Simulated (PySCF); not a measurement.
Molecule: C$_{2}$F$_{3}$ (charge 0, doublet). It need not be the lowest isomer of its formula. 
Geometry from a B3LYP-D3(BJ)/def2-TZVP (Ansatz) optimisation:
SMILES: F[C]=C(F)F
```xyz
5

C      0.0109     0.2166     0.9598
C     -0.0002     0.2322    -0.3516
F      0.0055    -0.7962     1.7820
F      0.0075     1.3433    -1.0632
F     -0.0201    -0.8463    -1.1243
```
Charge 0, spin multiplicity 2.

Dispersion corrections to the total energy (kcal/mol) from the dftd3 and dftd4 libraries through PySCF: D3(BJ) without and D4 with the three-body term, each with the damping fitted for the functional named.

```json
[
 {"functional": "r2SCAN", "D3(BJ)": "[?]", "D4": "-0.37"},
 {"functional": "HSE06", "D3(BJ)": "-0.82", "D4": "-1.16"},
 {"functional": "B2GP-PLYP", "D3(BJ)": "-0.80", "D4": "-0.62"},
 {"functional": "B3LYP", "D3(BJ)": "-2.42", "D4": "[?]"},
 {"functional": "PBE0", "D3(BJ)": "-1.16", "D4": "-1.27"},
 {"functional": "BP86", "D3(BJ)": "-2.11", "D4": "[?]"},
 {"functional": "B2PLYP", "D3(BJ)": "-1.08", "D4": "-1.07"}
]
```

Question: Fill in the missing entries.

Answer: 
- r2SCAN, D3(BJ): -0.35
- B3LYP, D4: -2.48
- BP86, D4: -1.96
